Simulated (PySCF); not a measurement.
Here is a computed PBE0-D3(BJ)/def2-SVP geometry (Å):
```
F 
C   1  1.3277
C   2  1.3332  1  126.09
C   3  1.5019  2  109.87  1  -177.18
C   4  1.5458  3  103.52  2   -12.99
C   2  1.4946  1  119.38  3  -177.21
H   3  1.0909  2  124.74  1    -0.33
H   4  1.1056  3  110.71  2   106.89
H   4  1.1022  3  113.02  2  -134.31
H   5  1.0987  4  112.72  3   144.22
H   5  1.1008  4  109.10  3   -97.07
H   6  1.1053  2  110.09  1    70.41
H   6  1.1018  2  112.25  1   -48.08
```
Z-matrix in Å and degrees, rows numbered from 1.

Neutral, closed shell.

Problem. Which heavy atoms are bonded, and with what formal order?

Solution. F1–C2 (single); C2–C3 (double); C3–C4 (single); C4–C5 (single); C5–C6 (single); C2–C6 (single). Hydrogens: H7 on C3; H8, H9 on C4; H10, H11 on C5; H12, H13 on C6.

Problem. Give the structure as a SMILES string.

Solution. `FC1=CCCC1`, C5H7F. Among its features: C=C double bond and C–F bond.

Problem. Which rings does it hold (smallest set)?

Solution. C2–C3–C4–C5–C6 (5 members, 0.09 Å rms from planarity).

Problem. Classify the heavy atoms.

Solution. F1: vinyl fluorine; C2: vinylic C–F carbon; C3: alkene CH carbon; C4: allylic carbon; C5: ring CH2 carbon; C6: allylic carbon.

Problem. What is the arrangement about C6?

Solution. It has 4 neighbours (C5, C2, H12, H13) and is distorted tetrahedral (angles from 101.6° to 113.5°).

Problem. What is the arrangement about C4?

Solution. It has 4 neighbours (C3, C5, H8, H9) and is distorted tetrahedral (angles from 103.5° to 113.0°).
